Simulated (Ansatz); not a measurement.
This script drives Ansatz 0.2.0 through its Python package.

Script `pa_bh5np.py`:
```python
# -*- coding: utf-8 -*-
"""Proton affinity of BH5NP at one site."""

import ansatz as az
from ase import Atoms
import numpy as np

atoms = Atoms(["N", "B", "P", "H", "H", "H", "H", "H"], positions=[
    [1.0633, 0.5752, 0.1697],
    [0.1683, -0.6094, -0.1569],
    [-1.7493, -0.404, -0.1368],
    [1.6938, 0.7156, -0.6511],
    [1.6652, 0.2892, 0.9739],
    [0.6445, -1.6576, -0.4236],
    [-1.7246, 0.8172, -0.9233],
    [-1.7611, 0.2737, 1.1482],
])
mol = az.Crystal.molecule_from_ase(atoms)

job = (
    mol.calculation()
    .basis(gaussian="def2-SVP")
    .functional("b3lyp")
)
symbols = [site.symbol for site in mol.cartesian_sites]
start = np.array([site.position_ang for site in mol.cartesian_sites], dtype=float)
r = job.relax(force_tolerance=0.01).run(threads=1).report
end = np.array(r["positions_ang"])

# start the new hydrogen opposite the existing bonds
away = sum((end[0] - end[j]) / np.linalg.norm(end[0] - end[j]) for j in [1, 3, 4]) + np.array([0.15, 0.1, -0.2])
proton = end[0] + 1.0 * away / np.linalg.norm(away)
acid = az.Crystal.molecule()
for symbol, place in zip(symbols, end):
    acid = acid.atom(symbol, place.tolist())
acid = acid.atom("H", proton.tolist())
protonated = (
    acid.calculation()
    .basis(gaussian="def2-SVP")
    .functional("b3lyp")
    .charge(1)
    .relax(force_tolerance=0.01, max_steps=80)
)
after = protonated.run(threads=1).report
xyz = np.array(after["positions_ang"])
reach = np.linalg.norm(xyz[:-1] - xyz[-1], axis=1)
print(f"base {r['free_energy_ev']:.5f} eV, protonated {after['free_energy_ev']:.5f} eV")
print(f"the proton ends {reach.min():.3f} A from {symbols[reach.argmin()]}{reach.argmin()}")
print(f"electronic proton affinity {23.060548 * (r['free_energy_ev'] - after['free_energy_ev']):.1f} kcal/mol")
```

It is started by `python pa_bh5np.py`. How long does it take on 1 thread of Arm Neoverse V2, on a shared host, and how much memory does it need?

It took about 67 s, with a peak of 0.22 GiB, for 2 runs of the engine.

Output of `python pa_bh5np.py`:
```text
base -11533.73128 eV, protonated -11542.32270 eV
the proton ends 1.033 A from N0
electronic proton affinity 198.1 kcal/mol
```

Caveats:
- Total energies depend on the basis set; only differences at equal settings carry meaning.
- The proton is put on one chosen atom, which needn't be the most basic site, so the molecule's proton affinity can be higher; the ends are stationary points, not checked by frequencies, and zero-point and thermal terms count only where printed.
- b3lyp holds the VWN-RPA fit, as in Gaussian; the form of ORCA and Turbomole is b3lyp5.
